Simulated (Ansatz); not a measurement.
A nudged elastic band was laid between two geometries of H5NSi (7 atoms, charge 0, multiplicity 1).

The calculation used RKS PBE-D4/def2-SVP (Ansatz).

- movable images: 7
- climbing image: yes
- spring: 5.0 eV/Å²
- optimiser: quadratic models (default)
- start path: through a guess of the saddle point
- force threshold: 0.05 eV/Å
- iteration limit: 60
- end points: relaxed

Initial state:

```xyz
7
Properties=species:S:1:pos:R:3
Si 0.166 0.067 0.107
H 0.149 0.060 1.623
H 1.609 0.121 -0.315
N -0.669 1.374 -0.699
H -1.688 1.414 -0.607
H -0.283 2.317 -0.597
H -0.461 -1.224 -0.344
```

Final state:

```xyz
7
Properties=species:S:1:pos:R:3
Si 0.188 0.174 -1.058
H 1.202 -0.426 1.842
H 1.607 -0.190 1.227
N -0.905 1.504 -0.850
H -1.836 1.478 -0.423
H -0.658 2.452 -1.150
H -0.775 -0.863 -0.420
```

**Question.** What changes between the two ends?

**Answer.** Bonds broken: Si1–H2, Si1–H3. Bonds formed: H2–H3. H5NSi becomes H2 + H3NSi.

**Question.** What energy profile does the band end with?

**Answer.** The forces met the threshold. The highest image is number 4 of 0 to 8, 2.36 eV above the first end and 0.74 eV above the last; the last end lies 1.62 eV above the first. A vibrational analysis at the climbing image gives one clearly imaginary mode, 1097i cm⁻¹: a first-order saddle point. The orbitals stay closed-shell, which can raise the energy where a bond breaks towards radicals; this wasn't checked here.

| image | path coordinate (Å) | energy (eV) | Si1–H2 (Å) | Si1–H3 (Å) | H2–H3 (Å) |
| --- | --- | --- | --- | --- | --- |
| 0 | 0.00 | 0.00 | 1.52 | 1.50 | 2.43 |
| 1 | 0.54 | 0.02 | 1.51 | 1.50 | 2.44 |
| 2 | 1.09 | 0.14 | 1.49 | 1.50 | 2.27 |
| 3 | 1.63 | 1.22 | 1.51 | 1.48 | 1.72 |
| 4 | 2.18 | 2.36 | 1.72 | 1.55 | 1.18 |
| 5 | 2.65 | 1.85 | 2.05 | 1.88 | 0.83 |
| 6 | 3.11 | 1.67 | 2.45 | 2.29 | 0.78 |
| 7 | 3.58 | 1.62 | 2.83 | 2.58 | 0.77 |
| 8 | 4.05 | 1.62 | 3.13 | 2.71 | 0.77 |

**Question.** What is the geometry of the highest image?

**Answer.** 
```xyz
7
Properties=species:S:1:pos:R:3
Si 0.325 0.086 -0.499
H 0.355 -0.135 1.206
H 1.362 0.129 0.653
N -0.771 1.424 -0.640
H -1.582 1.592 -0.044
H -0.473 2.264 -1.135
H -0.392 -1.230 -0.371
```

**Question.** What are the harmonic wavenumbers there?

**Answer.** 1097i, 227, 352, 588, 631, 758, 847, 897, 1038, 1488, 1500, 2029, 2164, 3515, 3616 cm⁻¹.

Time of the run: 110 s on 1 thread of Arm Neoverse V1, with other jobs on the host, peak memory 0.1 GiB.
